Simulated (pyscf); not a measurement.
PySCF, gas phase, ωB97X-D3(BJ)/def2-SVP geometries. Correlated levels are frozen-core, on RHF or UHF. ΔMP2 is the change of the MP2 total energy from the triple- to the quadruple-zeta basis.

PBE/def2-TZVP puts the barrier of `[O]=[Si][OH]` [doublet] + `[OH2]` → `[OH][Si]([OH])[OH]` [doublet] (addition across a multiple bond or ene-type step; doublet surface; H–O broken, H–O, O–Si formed) at -11.1 kcal/mol and the reaction energy at -53.2 kcal/mol, from the separated reactants. What do M06-2X/def2-TZVP, ωB97M-D3(BJ)/def2-TZVP, CCSD(T)/def2-TZVPP + ΔMP2(QZVPP) give on the same structures?

M06-2X: ΔE‡ = -11.9 kcal/mol, ΔE = -63.3 kcal/mol; ωB97M-D3(BJ): ΔE‡ = -9.1 kcal/mol, ΔE = -57.9 kcal/mol; CCSD(T): ΔE‡ = -7.3 kcal/mol, ΔE = -58.0 kcal/mol. PBE's barrier lies among them. Its reaction energy lies over all of them, by 4.7 to 10.1 kcal/mol. On the reactant side the descent ends in an adduct with a O–Si contact, 14.5 kcal/mol under the separated species and 3.7 kcal/mol under the saddle at ωB97X-D3(BJ)/def2-TZVP. At PBE, M06-2X, ωB97M-D3(BJ), CCSD(T) the saddle lies under the separated reactants, which points to a path from their complex (located at ωB97X-D3(BJ) alone). What is counted as formed (O–Si) is already present as a longer contact in the reactant adduct; forming that adduct is a step of its own. At ωB97X-D3(BJ) the barrier from the zero used here is -10.8 kcal/mol. This is the saddle that the search found; another between the same sides may lie lower. The CCSD(T) − MP2 part came from Ansatz, without density fitting, on the same reference.
